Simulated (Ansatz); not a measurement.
Molecule: C₄H₄N, net charge -1, singlet state. It need not be the lowest isomer of its formula. Whether it binds its extra electron was not tested at this geometry. 
Geometry from a B3LYP-D3(BJ)/def2-TZVP (Ansatz, an electronic-structure program) optimisation:
```xyz
9

H      0.0112    -0.0229     2.1001
N      0.0055     0.0070     1.0924
C     -0.0158     1.1416     0.2659
C      0.0180    -1.1016     0.2798
C     -0.0178     0.8103    -1.0769
C      0.0044    -0.6398    -1.0236
H     -0.0279     2.1106     0.7566
H      0.0353    -2.0964     0.7096
H      0.0099    -1.3035    -1.8842
```
Charge -1, spin multiplicity 1.

Basis-set convergence of Hartree-Fock and CCSD(T) correlation energies (hartree) with Ansatz. Valence correlation only, unless marked. Spin-orbit coupling is left out. Non-relativistic. This anion needs diffuse functions, which these sets lack.

| basis | functions | E(HF) | E(corr, CCSD(T)) | rough core time |
|---|---|---|---|---|
| cc-pVDZ | - | -208.13859 | -0.76155 | under 20 s |
| cc-pVTZ | 206 | (withheld) | (withheld) | 100 s |

Question: Fill in the missing entries.

Answer: 
- cc-pVTZ, E(HF): -208.20016
- cc-pVTZ, E(corr, CCSD(T)): -0.91995
